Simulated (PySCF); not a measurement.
## Helium: a sound run and one with changed settings

Sound run: He 1s2, He+ 1s1. Computed with PySCF 2.14 in x2c-TZVPall (3s1p, 6 functions), with scalar relativity by spin-free X2C-1e. The sound run starts from symmetry-adapted Hartree-Fock orbitals and uses a fine grid where one is needed.

Changed run: radial step 0.3 in ln r (0.13 in the sound run). This setting is unsound on purpose.

```json
{"species": "He", "method": "UHF", "sound run (hartree)": "-2.85999", "changed run (hartree)": "-2.85999", "converged": "yes"}
{"species": "He", "method": "M06-2X", "sound run (hartree)": "-2.90188", "changed run (hartree)": "-2.90206", "converged": "yes"}
{"species": "He", "method": "LDA", "sound run (hartree)": "-2.83266", "changed run (hartree)": "-2.83266", "converged": "yes"}
{"species": "He+", "method": "UHF", "sound run (hartree)": "-1.99826", "changed run (hartree)": "-1.99826", "converged": "yes"}
{"species": "He+", "method": "M06-2X", "sound run (hartree)": "-1.99502", "changed run (hartree)": "-1.99479", "converged": "yes"}
{"species": "He+", "method": "LDA", "sound run (hartree)": "-1.94027", "changed run (hartree)": "-1.94027", "converged": "yes"}
```

Ionisation energy of He:

```json
{"method": "UHF", "sound run (eV)": "23.449", "changed run (eV)": "23.449"}
{"method": "M06-2X", "sound run (eV)": "24.677", "changed run (eV)": "24.688"}
{"method": "LDA", "sound run (eV)": "24.283", "changed run (eV)": "24.283"}
```

A coarse radial grid mis-integrates the density and the exchange-correlation energy, with errors of either sign; Hartree-Fock needs no grid.

For comparison, NIST gives 24.587 eV between the lowest levels.
